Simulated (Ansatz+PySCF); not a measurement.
The numbers below are computed, except where a source is named.
Input for Ansatz (development build ahead of 0.2.0):

```yaml
crystal:
  periodic: [false, false, false]
  atoms:
    - { symbol: C, position_ang: [0.49102, 0.0, 0.0] }
    - { symbol: H, position_ang: [1.11158, 0.64605, 0.64605] }
    - { symbol: H, position_ang: [1.11158, -0.64605, -0.64605] }
    - { symbol: F, position_ang: [-0.28718, 0.77492, -0.77492] }
    - { symbol: F, position_ang: [-0.28718, -0.77492, 0.77492] }
basis:
  gaussian: { orbitals: def2-SVP }
hamiltonian:
  xc: hf
correlation:
  method: mp2
  frozen_orbitals: { C: 1, F: 1, H: 0 }
```

The input is written out in the form of the current development build from the run's settings.

The run gave:

```json
{
  "Converged": "yes",
  "Reference energy": "-237.71072 hartree",
  "Correlation energy": "-0.50625 hartree",
  "Total energy": "-238.21696 hartree",
  "Spin squared of the determinant": "0.000",
  "Stability test": "minimum among restricted orbitals",
  "Occupied orbitals by symmetry in an Abelian subgroup (alpha; beta)": "6 A1 1 A2 2 B1 4 B2; 6 A1 1 A2 2 B1 4 B2"
}
```
